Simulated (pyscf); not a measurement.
Structures and frequencies: ωB97X-D3(BJ)/def2-SVP in PySCF.

### Question
Estimate the classical barrier height and the reaction energy of silane (SiH₄) + F–CH₂–SiH₃ -> F–SiH₃ + methylsilane (H₃C–SiH₃) at ωB97M-D3(BJ)/def2-TZVP. The step runs on the singlet surface, breaks H–Si, C–F and forms F–Si, C–H; take the separated reactants as zero.

### Answer
ΔE‡ = 57.0 kcal/mol, ΔE = -56.9 kcal/mol. Zero-point energy shifts the barrier by +0.1 kcal/mol. It is a four-centre exchange, with an imaginary mode of 893i cm⁻¹. From the product side, CH₃• + SiH₃• + F–SiH₃ lies, by one bond made or cut, 19.6 kcal/mol under this saddle at ωB97M-D3(BJ)/def2-TZVP. This is the saddle that the search found; another between the same sides may lie lower.
